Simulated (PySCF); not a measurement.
Bonds broken one at a time in the series Al F-NH2. Gas-phase values, no solvent. Strings in code marks are SMILES.

The highest occupied spin orbital from two functionals at the same geometries (CAM-B3LYP-D3(BJ)/def2-TZVP), both in PySCF: PBE-D3(BJ)/def2-TZVP and TPSSh-D3(BJ)/def2-TZVP. 

```json
[
 {"species": "radical fragment (`[Al]([F])[F]`)", "PBE-D3(BJ)/def2-TZVP (eV)": "-5.94", "TPSSh-D3(BJ)/def2-TZVP (eV)": "-6.45"},
 {"species": "radical fragment (`[NH2]`)", "PBE-D3(BJ)/def2-TZVP (eV)": "-7.03", "TPSSh-D3(BJ)/def2-TZVP (eV)": "-7.81"},
 {"species": "radical fragment (`[F][Al][NH2]`)", "PBE-D3(BJ)/def2-TZVP (eV)": "-5.11", "TPSSh-D3(BJ)/def2-TZVP (eV)": "-5.63"}
]
```

Over these rows, drawn at random from the members with no instability flagged (it was tested for open shells, ions and some series alone), PBE minus TPSSh-D3(BJ): mean +0.60 eV, from +0.51 eV to +0.78 eV.
